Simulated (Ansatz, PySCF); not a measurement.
UKS-B3LYP/6-31G* against FCI for diatomic hydrides: bond length at the minimum.

Values in Å, from Ansatz (a first-principles code) and PySCF. Where two bases are given, the first is that of UKS-B3LYP/6-31G*. Full CI is exact in its basis, with frozen cores. Scans on which UKS-B3LYP/6-31G* failed, held another spin at the minimum or broke off are missing, so the means are lower bounds.

| system | basis | UKS-B3LYP/6-31G* | FCI | UKS-B3LYP/6-31G* − FCI |
|---|---|---|---|---|
| HGa singlet | 6-31G* / aug-cc-pVTZ | 1.704 | 1.691 | 0.012 |
| HN triplet | 6-31G* / def2-TZVP | 1.048 | 1.043 | 0.005 |
| HGa singlet | 6-31G* / cc-pVDZ | 1.704 | 1.687 | 0.017 |
| HMg doublet | 6-31G* / cc-pVQZ | 1.756 | 1.742 | 0.014 |
| HSe doublet | 6-31G* / cc-pVDZ | 1.486 | 1.479 | 0.007 |
| HLi singlet | 6-31G* / aug-cc-pVDZ | 1.621 | 1.625 | -0.003 |
| HCl singlet | 6-31G* / def2-SVP | 1.289 | 1.280 | 0.009 |
| HGa singlet | 6-31G* / aug-cc-pVQZ | 1.704 | 1.688 | 0.016 |
| HLi singlet | 6-31G* / def2-TZVP | 1.621 | 1.600 | 0.021 |
| HCl cation doublet | 6-31G* / aug-cc-pVDZ | 1.324 | 1.332 | -0.008 |
| HBe doublet | 6-31G* / cc-pVQZ | 1.350 | 1.346 | 0.004 |

The mean difference from FCI is 0.008 Å (median 0.009) and the mean absolute one 0.011 Å (median 0.009); UKS-B3LYP/6-31G* lies above in 9 and below in 2 of 11 cases. It is closest for HLi singlet (-0.003), HBe doublet (0.004), HN triplet (0.005) and furthest off for HLi singlet (0.021), HGa singlet (0.017), HGa singlet (0.016).
